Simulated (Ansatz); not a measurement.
# AlP2H+ (doublet): the correlation ladder, cc-pVDZ

The task here is to estimate one member of a computed series from the others.

Computed with Ansatz 0.2.0, Gaussian basis. Level: cc-pVDZ, core rule «outside noble gas», up to 15 orbitals frozen.

To be run: UHF; CCSD(T) on ROHF; CCSD(T) on UHF; BCCD(T) on ROHF; CISD; CCSDT(Q) on ROHF; CCSDT(Q) on UHF; CASSCF and MRCISD+Q, 9 electrons in 11 orbitals; CASSCF and NEVPT2, 9 electrons in 11 orbitals.

28 further runs of the same task are left out: 4 for a known fault of the program, 7 that didn't finish, 17 set aside as unsound or not needed.

**What is computed**

The geometry is a PBE0/def2-TZVP stationary point (not a proven minimum) of the parent state, kept for this charge and spin.

4 atoms, charge 1, spin multiplicity 2.

Atoms are counted from 1 here; the program's logs count them from 0.

Bond lengths: Al1–P2 2.256 Å, Al1–P3 2.256 Å, Al1–H4 1.569 Å, P2–P3 2.130 Å. Angles: P2–Al1–P3 56.3°, P2–Al1–H4 151.8°, P3–Al1–H4 151.8°, Al1–P2–P3 61.8°, Al1–P3–P2 61.8°.

The first run:

in.yaml

```yaml
crystal:
  periodic: [false, false, false]
  atoms:
    - {symbol: Al, position_ang: [0.000000, 0.000000, 1.352626]}
    - {symbol: P, position_ang: [0.000000, 1.064756, -0.636684]}
    - {symbol: P, position_ang: [0.000000, -1.064755, -0.636684]}
    - {symbol: H, position_ang: [0.000000, 0.000000, 2.921863]}
basis:
  gaussian: {orbitals: cc-pVDZ}
total_charge: 1
magnetization: {spin_polarized: true, initial_magnetization: 1}
hamiltonian: {xc: hf}
output: {orbitals: {seedname: orbitals}}
```

Run with:

```bash
ansatz run in.yaml --threads 1 --pin off --events-out ev --progress --plain --max-ram 2393MiB
```

Steps of the session up to this table: UHF; CCSD(T) on ROHF; CCSD(T) on UHF; BCCD(T) on ROHF; CISD; CCSDT(Q) on ROHF; CCSDT(Q) on UHF; CASSCF and MRCISD+Q, 9 electrons in 11 orbitals; CASSCF and NEVPT2, 9 electrons in 11 orbitals.

One of the session's tables, all rows but one given; the rest of the session is left out.

```
          method  from RCCSDT(Q) (meV)
            ROHF               +8797.5
            RMP2               +1205.1
            UMP2               +1325.5
            CISD               +1524.0
           RCCSD                +554.5
           UCCSD                     ?
        RCCSD(T)                 +78.1
        UCCSD(T)                 +80.5
         BCCD(T)                 +76.8
          RCCSDT                 +56.7
          UCCSDT                 +54.3
       RCCSDT(Q)                     0
       UCCSDT(Q)                  -1.0
  CASSCF valence               +5851.9
  NEVPT2 valence               +1087.9
  MRCISD valence                +639.4
MRCISD+Q valence                 +51.0
```

Estimate the missing values for UCCSD.

The run gave: from RCCSDT(Q) (meV): +542.7. In the column «from RCCSDT(Q) (meV)» it lies between UCCSD(T) (+80.5) and RCCSD (+554.5).

Left out of the table: UHF (another determinant or state than the rows shown).

Caveats from the session: Warnings: spin contamination; coupled cluster took another determinant than the lowest. Restricted and unrestricted rows rest on different reference determinants; where their highest levels disagree by more than a few hundredths of an eV, they describe different states and don't form one ladder.
